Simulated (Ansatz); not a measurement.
# C₂H₅FN₂, SMILES NC=C(N)F: a ladder of methods at one geometry

Computed with Ansatz 0.2.0, Python API.

Run as a notebook:

In [1]:
```python
from pathlib import Path

import ansatz as az
import numpy as np
```

In [2]:
```python
GEOMETRY = """
N    -1.52960   -0.36880   -0.23390
C    -0.28300   -0.61400   -0.59720
C     0.82720   -0.23380   -0.01190
N     1.03990    0.58360    1.09990
F     2.02050   -0.66500   -0.56780
H    -2.20950   -0.20850   -1.03810
H    -1.64900    0.41310    0.45080
H    -0.17590   -1.22670   -1.48630
H     0.18010    1.21380    1.25080
H     1.86230    1.05500    1.13660
"""
```

In [3]:
```python
system = az.Crystal.molecule()
for line in GEOMETRY.strip().splitlines():
    symbol, *xyz = line.split()
    system = system.atom(symbol, [float(v) for v in xyz])
```

In [4]:
```python
base = system.calculation().basis(gaussian="def2-SVP").scf(lower_state_search="standard")
```

In [5]:
```python
print("functional    E (Ha)        dipole (D)   HOMO (eV)  LUMO (eV)")
for name in ["pbe0", "pbe", "r2scan0", "lda", "blyp"]:
    rep = base.functional(name).forces().orbitals().run(threads=1, runs_dir="runs").report
    lines = Path(rep["orbitals_path"]).read_text().splitlines()
    field_of = lambda key: [line.split("=")[1].strip() for line in lines if line.startswith(key)]
    orbitals = [(27.211386 * float(e), s, float(n)) for e, s, n in zip(field_of("Ene="), field_of("Spin="), field_of("Occup="))]
    homo = max(e for e, _, n in orbitals if n > 0.5)
    lumo = min(e for e, _, n in orbitals if n < 0.5)
    dipole = 4.803205 * np.linalg.norm(rep["charge_distribution"]["dipole_moment_e_ang"])
    print(f"{name:10s} {rep['free_energy_ev'] / 27.211386246:14.6f} {dipole:9.3f} {homo:11.3f} {lumo:10.3f}")
```
```text
functional    E (Ha)        dipole (D)   HOMO (eV)  LUMO (eV)
pbe0          -287.986068     3.449      -4.770      0.967
pbe           -287.973892     3.294      -3.474      0.036
r2scan0       -288.106348     3.530      -4.945      1.401
lda           -286.050020     3.427      -3.588     -0.150
blyp          -288.211526     3.245      -3.322      0.029
```

Notes:
- The settings weren't tested for convergence.
- The geometry is a force-field or estimated start, not a minimum of this method, and the basis set is short of its limit. A lower total doesn't mark the better method: functionals have no common bound, and MP2 and coupled cluster aren't variational.
- Levels such as HOMO and LUMO are orbital energies: with these approximate functionals they aren't the ionisation energy and electron affinity, and their gap isn't the fundamental gap.
- Hardware and time: 15 s on 1 thread of Arm Neoverse V2, on a shared host, peak memory 0.27 GiB.

(Lines on the test bed's own set-up are left out of the output.)
